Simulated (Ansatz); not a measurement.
# C3H5FOS: the cost of one run

Method: RKS PBE/def2-SVP, in Ansatz 0.2.0.

### Step 1. The starting structure

Bond lengths: C1–S2 1.773 Å, S2–C3 1.745 Å, C3–F4 1.291 Å, C3–C5 1.519 Å, C3–O6 1.455 Å, C5–O6 1.456 Å, C1–H7 1.052 Å, C1–H8 1.101 Å, C1–H9 1.166 Å, C5–H10 1.087 Å, C5–H11 1.053 Å. Angles (14 of 20 angles, heavy atoms first): C1–S2–C3 101.5°, S2–C3–F4 117.6°, S2–C3–C5 119.9°, S2–C3–O6 114.5°, F4–C3–C5 115.3°, F4–C3–O6 117.6°, C5–C3–O6 58.6°, C3–C5–O6 58.5°, C3–O6–C5 62.9°, S2–C1–H7 112.9°, S2–C1–H8 108.8°, S2–C1–H9 111.0°, C3–C5–H10 119.3°, C3–C5–H11 116.3°.

Structure file:

```xyz
11

C    -0.7882   -1.1104    1.5159
S     0.5665   -1.0722    0.3720
C     0.0764    0.2101   -0.7049
F    -1.0060    0.0384   -1.3870
C     1.1259    1.0885   -1.3640
O     0.3600    1.5512   -0.2159
H    -0.6687   -1.8369    2.2672
H    -1.7239   -1.2558    0.9541
H    -0.9177   -0.0794    2.0451
H     2.1778    0.8953   -1.1709
H     0.8633    1.5142   -2.2909
```

### Step 2. Relaxing end A

Input file input.yaml:

```yaml
crystal:
  periodic: [false, false, false]
  atoms:
    - { symbol: C, position_ang: [-0.7882, -1.1104, 1.5159] }
    - { symbol: S, position_ang: [0.5665, -1.0722, 0.372] }
    - { symbol: C, position_ang: [0.0764, 0.2101, -0.7049] }
    - { symbol: F, position_ang: [-1.006, 0.0384, -1.387] }
    - { symbol: C, position_ang: [1.1259, 1.0885, -1.364] }
    - { symbol: O, position_ang: [0.36, 1.5512, -0.2159] }
    - { symbol: H, position_ang: [-0.6687, -1.8369, 2.2672] }
    - { symbol: H, position_ang: [-1.7239, -1.2558, 0.9541] }
    - { symbol: H, position_ang: [-0.9177, -0.0794, 2.0451] }
    - { symbol: H, position_ang: [2.1778, 0.8953, -1.1709] }
    - { symbol: H, position_ang: [0.8633, 1.5142, -2.2909] }
basis:
  gaussian: { orbitals: def2-SVP }
hamiltonian:
  xc: pbe
relax:
  f_tol: 0.02
  max_steps: 50
```

Started as:

```
> ansatz run input.yaml --threads 2 --pin off --max-ram 3072MiB --backend cpu --events-out ev --progress --plain --runs-dir out
```

Q: Estimate wall time and peak memory on 2 threads of Arm Neoverse V1, shared host.

About 17 s, with a peak of 0.15 GiB.
